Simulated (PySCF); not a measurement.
Do core-level shifts follow atomic charges?

Species: C5H6F (charge +1).
Geometry (PBE0-D3(BJ)/def2-SVP, Å), atoms numbered from 1 in this order:
```xyz
12
C5H6F angstrom
C      1.9680   -0.2842    0.0610
C      0.6743    0.3740   -0.0444
C     -0.0948    1.4935   -0.1983
C     -0.7042    0.2816   -0.0515
C     -1.9093   -0.5534    0.0350
F     -1.5843   -1.8485    0.2022
H      2.0332   -0.7687    1.0503
H      2.8013    0.4148   -0.0738
H      2.0176   -1.0993   -0.6794
H     -0.1751    2.5739   -0.3388
H     -2.4982   -0.4032   -0.8907
H     -2.5261   -0.1819    0.8763
```

Binding energies: delta-SCF UKS SCAN, pcX-2 on the ionised atom, pcseg-1 elsewhere, spin-free X2C in PySCF. Charges: PBE0/pcSseg-1 ground-state density, for the ionised atom.

| atom | environment | C 1s (eV) | Mulliken (e) | IAO (e) | Hirshfeld (e) | ESP (e) |
| --- | --- | --- | --- | --- | --- | --- |
| C1 | methyl carbon | 296.78 | -0.170 | -0.449 | -0.059 | -0.593 |
| C3 | unsaturated ring CH carbon | 298.46 | +0.080 | +0.019 | +0.114 | -0.129 |
| C4 | unsaturated ring carbon | 298.70 | -0.045 | +0.155 | +0.130 | +0.140 |
| C2 | unsaturated ring carbon | 298.84 | -0.020 | +0.207 | +0.154 | +0.404 |
| C5 | sp3 C–F carbon | 299.16 | +0.258 | +0.028 | +0.075 | +0.045 |

Q: How well does each charge scheme correlate with the binding energies over these sites?

A: IAO: r = 0.92, slope 3.3 eV per e; ESP: r = 0.87, slope 2.2 eV per e; Hirshfeld: r = 0.86, slope 9.6 eV per e; Mulliken: r = 0.76, slope 4.4 eV per e. IAO charges have the highest r, on only 5 points.

Q: The point-charge model writes a binding energy as kq + V + constant, with V the potential of the other atoms' charges at the site. What does it give with the IAO charges?

A: V = Σ 14.40 eV Å × q/r over all other atoms: +12.86 eV at C1, +8.52 eV at C3, +5.82 eV at C4, +4.01 eV at C2, +6.74 eV at C5. Fitting binding energy − V to q gives k = 15.9 eV per e and leaves an rms residual of 0.83 eV, against 0.34 eV for the fit on q alone. The model has no term for differences in relaxation between sites.

The species carries charge +1, so core ionisation leaves charge +2. Isolated species at its PBE0-D3(BJ)/def2-SVP geometry (one conformer only).
